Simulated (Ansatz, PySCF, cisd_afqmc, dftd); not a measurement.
Species: SiO, charge 0, singlet. SiO (oxosilicon, SMILES [O+]#[Si-]).
B3LYP-D3(BJ)/def2-TZVP minimum from Ansatz (a first-principles code):
```
Si
O 1 1.5131
```

Wanted: enthalpy of formation at 298 K (by atomisation, with ideal-gas terms from PySCF's Hessian at B3LYP-D3(BJ)/def2-TZVP and the atoms' measured values of the G2/97 table; no spin-orbit terms), in kcal/mol. Open shells are spin-unrestricted; no spin-orbit coupling. Cores are frozen in correlated methods. Rows without X2C or -DK are non-relativistic. The Monte Carlo rows (phaseless AFQMC, CISD trial, step 0.005/hartree) carry one-sigma bars that omit the constraint's bias. Outlying blocks are dropped, and bars are widened where a walk drifts. Over all cases where full CI ran beside it in this data, AFQMC minus full CI had a median of +0.1 mEh and passed +0.4 mEh in a tenth of the cases. CBS(X,Y): correlation extrapolated as X^-3, Hartree-Fock from the larger set (Q,5: extrapolated as (X+1)exp(-9√X)). A bracket is a step between two methods taken in the basis named. The functionals are non-relativistic, so their misses hold any scalar relativity. Double hybrids freeze cores in their MP2 part. 'core' is core correlation in cc-pwCVTZ (1s frozen past Ne), 'X2C' scalar relativity in cc-pVTZ-DK, both at CCSD(T). The T1 diagnostic of OSi ([O+]#[Si-], singlet) reaches 0.030 in the sets run.

Measured: -24.6 kcal/mol, -102.9 kJ/mol (G2/97 table in ASE (Curtiss et al.)); atomic spin-orbit terms, which the calculations lack, would raise the computed values.

```json
[
 {"level": "HF/cc-pV(D+d)Z", "program": "Ansatz", "enthalpy of formation at 298 K (kcal/mol)": "68.5", "error against that value": "93.1"},
 {"level": "HF/cc-pV(T+d)Z", "program": "Ansatz", "enthalpy of formation at 298 K (kcal/mol)": "58.0", "error against that value": "82.6"},
 {"level": "PBE-D3(BJ)/def2-TZVPD", "program": "Ansatz + dftd3", "enthalpy of formation at 298 K (kcal/mol)": "-28.5", "error against that value": "-3.9"},
 {"level": "r2SCAN/def2-TZVPD", "program": "Ansatz", "enthalpy of formation at 298 K (kcal/mol)": "-19.8", "error against that value": "4.8"},
 {"level": "B3LYP/def2-TZVPD", "program": "Ansatz", "enthalpy of formation at 298 K (kcal/mol)": "-19.7", "error against that value": "4.9"},
 {"level": "PBE0/def2-TZVPD", "program": "Ansatz", "enthalpy of formation at 298 K (kcal/mol)": "-14.7", "error against that value": "9.9"},
 {"level": "B2PLYP-D3(BJ)/def2-TZVPD", "program": "Ansatz + dftd3", "enthalpy of formation at 298 K (kcal/mol)": "-23.0", "error against that value": "1.6"},
 {"level": "MP2/cc-pV(Q+d)Z", "program": "Ansatz", "enthalpy of formation at 298 K (kcal/mol)": "-33.5", "error against that value": "-8.9"},
 {"level": "MP2/CBS(cc-pV(Q+d)Z,cc-pV(5+d)Z)", "program": "Ansatz", "enthalpy of formation at 298 K (kcal/mol)": "-37.8", "error against that value": "-13.2"},
 {"level": "CCSD(T)/cc-pV(D+d)Z", "program": "Ansatz", "enthalpy of formation at 298 K (kcal/mol)": "1.5", "error against that value": "26.1"},
 {"level": "CCSD(T)/cc-pV(5+d)Z", "program": "Ansatz", "enthalpy of formation at 298 K (kcal/mol)": "-22.3", "error against that value": "2.3"},
 {"level": "CCSDTQ/cc-pV(D+d)Z", "program": "Ansatz", "enthalpy of formation at 298 K (kcal/mol)": "0.6", "error against that value": "25.2"},
 {"level": "AFQMC/CISD/cc-pV(T+d)Z", "program": "cisd_afqmc", "enthalpy of formation at 298 K (kcal/mol)": "-15.6 ± 0.2", "error against that value": "9.0"},
 {"level": "CCSD(T)/CBS(cc-pV(Q+d)Z,cc-pV(5+d)Z) + [CCSDT(Q) - CCSD(T)]/cc-pV(Q+d)Z + [CCSDTQ - CCSDT(Q)]/cc-pV(D+d)Z + core + X2C", "program": "Ansatz", "enthalpy of formation at 298 K (kcal/mol)": "-24.8", "error against that value": "-0.2"}
]
```
